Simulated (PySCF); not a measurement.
**Ionisation energy of Al by level of theory**

Al [Ne] 3s2 3p1 (2P) → Al⁺ [Ne] 3s2 (1S), as a difference of total energies. All numbers are calculated (PySCF 2.14, scalar relativity by spin-free X2C-1e, in dyall-acv3z). Correlated levels: valence: [Ne] frozen; virtual orbitals above 40 to 60 times the deepest correlated orbital energy dropped. The calculations carry no spin-orbit coupling.

```tsv
method	ionisation energy (eV)
UHF	5.600
MP2 (valence)	5.828
SCS-MP2 (valence)	5.811
CCSD (valence)	5.918
CCSD(T) (valence)	5.951
```

How much does correlation contribute at CCSD(T) (valence)?

5.951 − (5.600) = 0.351 eV, measured against UHF.

Errors of the correlated levels include the incompleteness of this basis and the frozen core.

For comparison: 5.977 eV (measured; NIST levels, between the centres of gravity of the two terms).
